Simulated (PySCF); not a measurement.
# wB97M-V/def2-TZVPPD run of [NO2]− (SMILES O=N[O-])

What is the vertical singlet–triplet gap of [NO2]− at wB97M-V/def2-TZVPPD? The job is set up through a Python script.

The calculation is run with PySCF 2.14.0.

3 further runs of the same task are left out: 3 set aside as unsound or not needed.

### 1 Starting point

The species is [NO2]− (3 atoms), meant as a singlet with charge -1. As SMILES, `O=N[O-]`. The coordinates come from a GFN2-xTB relaxation.

Bond lengths: O1–N2 1.272 Å, N2–O3 1.272 Å. Angles: O1–N2–O3 117.3°.

### 2 A single-point energy at wB97M-V/def2-TZVPPD

run.py

```python
from pyscf import gto, dft

system = gto.M(
    atom=[
    ('O', (0.332300, 1.015250, 0.295330)),
    ('N', (0.330220, -0.248730, 0.154080)),
    ('O', (-0.662520, -0.766520, -0.449410)),
],
    verbose=4,
    max_memory=1860,
    charge=-1,
    basis='def2-tzvppd',
    spin=0,
)

ks = dft.RKS(system)
ks.xc = 'wb97m-v'
ks.grids.level = 5
ks.nlcgrids.level = 1
ks.conv_tol = 1e-10
ks.kernel()
if not ks.converged:
    ks = ks.newton().run(ks.mo_coeff, ks.mo_occ)

e_tot = ks.e_tot
print('Final energy', e_tot)
```

Run with:

```bash
$ OMP_NUM_THREADS=1 python run.py
```

The log of the run:

```text
PySCF version 2.14.0

[INPUT] num. atoms = 3
[INPUT] num. electrons = 24
[INPUT] charge = -1
[INPUT] spin (= nelec alpha-beta = 2S) = 0
[INPUT] symmetry False subgroup None
[INPUT] Mole.unit = angstrom
[INPUT] Symbol           X                Y                Z      unit          X                Y                Z       unit  Magmom
[INPUT]  1 O      0.332300000000   1.015250000000   0.295330000000 AA    0.627955991193   1.918544447965   0.558092816368 Bohr   0.0
[INPUT]  2 N      0.330220000000  -0.248730000000   0.154080000000 AA    0.624025360854  -0.470031578963   0.291169001273 Bohr   0.0
[INPUT]  3 O     -0.662520000000  -0.766520000000  -0.449410000000 AA   -1.251981352047  -1.448512869002  -0.849261817641 Bohr   0.0

nuclear repulsion = 62.1883611346428
number of shells = 41
number of NR pGTOs = 162
number of NR cGTOs = 117
basis = def2-tzvppd
ecp = {}

******** <class 'pyscf.dft.rks.RKS'> ********
method = RKS
initial guess = minao
damping factor = 0
level_shift factor = 0
DIIS = <class 'pyscf.scf.diis.CDIIS'>
diis_start_cycle = 1
diis_space = 8
diis_damp = 0
SCF conv_tol = 1e-10
SCF conv_tol_grad = None
SCF max_cycles = 50
direct_scf = True
direct_scf_tol = 1e-13
XC library pyscf.dft.libxc version 7.0.0
    S. Lehtola, C. Steigemann, M. J.T. Oliveira, and M. A.L. Marques.,  SoftwareX 7, 1–5 (2018)
XC functionals = wb97m-v
radial grids:
    Treutler-Ahlrichs [JCP 102, 346 (1995); DOI:10.1063/1.469408] (M4) radial grids

becke partition: Becke, JCP 88, 2547 (1988); DOI:10.1063/1.454033
pruning grids: <function nwchem_prune>
grids dens level: 5
symmetrized grids: False
atomic radii adjust function: <function treutler_atomic_radii_adjust>
** Following is NLC and NLC Grids **
NLC functional = wb97m-v
radial grids:
    Treutler-Ahlrichs [JCP 102, 346 (1995); DOI:10.1063/1.469408] (M4) radial grids

becke partition: Becke, JCP 88, 2547 (1988); DOI:10.1063/1.454033
pruning grids: <function nwchem_prune>
grids dens level: 1
symmetrized grids: False
atomic radii adjust function: <function treutler_atomic_radii_adjust>
small_rho_cutoff = 0
Set gradient conv threshold to 1e-05
Initial guess from minao.
tot grids = 128072
tot grids = 15480
init E= -205.264154915889
  HOMO = -0.254699586081699  LUMO = -0.0808119219871202  gap/eV = 4.73172
cycle= 1 E= -204.987739090152  delta_E= 0.276  |g|= 1.06  |ddm|= 1.59
  HOMO = 0.00853442065776215  LUMO = 0.226620821195415  gap/eV = 5.93443
cycle= 2 E= -204.818434812896  delta_E= 0.169  |g|= 1.54  |ddm|= 1.51
  HOMO = -0.0771873550903521  LUMO = 0.217301979806008  gap/eV = 8.01346
cycle= 3 E= -205.193876815196  delta_E= -0.375  |g|= 0.069  |ddm|= 0.685
  HOMO = -0.100975822458378  LUMO = 0.214975239409824  gap/eV = 8.59747
cycle= 4 E= -205.194620546978  delta_E= -0.000744  |g|= 0.0257  |ddm|= 0.0661
  HOMO = -0.0975227935631448  LUMO = 0.214445268347039  gap/eV = 8.48908
cycle= 5 E= -205.194794931486  delta_E= -0.000174  |g|= 0.00853  |ddm|= 0.0992
  HOMO = -0.0999308114217162  LUMO = 0.214240739422656  gap/eV = 8.54904
cycle= 6 E= -205.194821588899  delta_E= -2.67e-05  |g|= 0.0017  |ddm|= 0.0309
  HOMO = -0.0999768498502333  LUMO = 0.214177193874733  gap/eV = 8.54857
cycle= 7 E= -205.194824766528  delta_E= -3.18e-06  |g|= 0.000632  |ddm|= 0.0194
  HOMO = -0.0999324672902351  LUMO = 0.214162806217758  gap/eV = 8.54697
cycle= 8 E= -205.194824968406  delta_E= -2.02e-07  |g|= 0.000661  |ddm|= 0.00483
  HOMO = -0.0999131583414835  LUMO = 0.214156423777741  gap/eV = 8.54627
cycle= 9 E= -205.194825079216  delta_E= -1.11e-07  |g|= 9.18e-05  |ddm|= 0.0022
  HOMO = -0.0999077249050749  LUMO = 0.214153689719124  gap/eV = 8.54605
cycle= 10 E= -205.194825087249  delta_E= -8.03e-09  |g|= 2.02e-05  |ddm|= 0.00102
  HOMO = -0.0999095074105121  LUMO = 0.214152887202663  gap/eV = 8.54607
cycle= 11 E= -205.194825087716  delta_E= -4.66e-10  |g|= 3.37e-06  |ddm|= 0.000234
  HOMO = -0.0999096632727556  LUMO = 0.21415273590743  gap/eV = 8.54607
cycle= 12 E= -205.194825087731  delta_E= -1.55e-11  |g|= 8.97e-07  |ddm|= 3.73e-05
  HOMO = -0.0999097741338172  LUMO = 0.214152692519941  gap/eV = 8.54608
Extra cycle  E= -205.194825087733  delta_E= -2.1e-12  |g|= 6.59e-07  |ddm|= 1.06e-05
converged SCF energy = -205.194825087733
Final energy -205.19482508773314
```

Run time: 56 s. Hardware: 1 thread of Arm Neoverse V1, shared host; peak memory 0.67 GiB.

### 3 The triplet

job.py

```python
from pyscf import gto, dft

mol = gto.M(
    atom='O 0.332300 1.015250 0.295330; N 0.330220 -0.248730 0.154080; O -0.662520 -0.766520 -0.449410',
    basis='def2-tzvppd',
    max_memory=1860,
    verbose=3,
    spin=2,
    charge=-1,
)

mf = dft.UKS(mol)
mf.xc = 'wb97m-v'
mf.conv_tol = 1e-10
mf.grids.level = 5
mf.nlcgrids.level = 1
mf.kernel()
if not mf.converged:
    mf = mf.newton().run(mf.mo_coeff, mf.mo_occ)

e_final = mf.e_tot
print(f'total energy: {e_final:.8f} hartree')
```

Run with:

```bash
$ OMP_NUM_THREADS=1 python job.py
```

The log of the run:

```text
WARN: HOMO -0.080811921987106 >= LUMO -0.254699586081713

converged SCF energy = -205.106226128204  <S^2> = 2.0113206  2S+1 = 3.0075376
total energy: -205.10622613 hartree
```

Wall time 94 s (1 thread of Arm Neoverse V1, shared host); peak memory 0.68 GiB.

### 4 Outcome

Level: wB97M-V/def2-TZVPPD.

```
                                                      quantity          value
                                         singlet: total energy  -205.19483 Eh
                                          singlet: HOMO energy       -2.72 eV
                                          singlet: LUMO energy        5.83 eV
singlet: HOMO–LUMO gap (to an unbound level, set by the basis)        8.55 eV
                                         triplet: total energy  -205.10623 Eh
                   triplet: HOMO energy (highest over α and β)       -0.29 eV
                    triplet: LUMO energy (lowest over α and β)        4.98 eV
                                                 triplet: ⟨S²⟩          2.011
              vertical energy of the triplet above the singlet       2.411 eV
```

In words: At this shape the triplet lies 2.41 eV (56 kcal/mol) above the singlet. Mulliken charges (singlet) run from -0.52 on O1 to +0.03 on N2; in a basis this large or diffuse they mean little. Mulliken charges (triplet) run from -0.58 on O1 to +0.15 on N2; in a basis this large or diffuse they mean little.
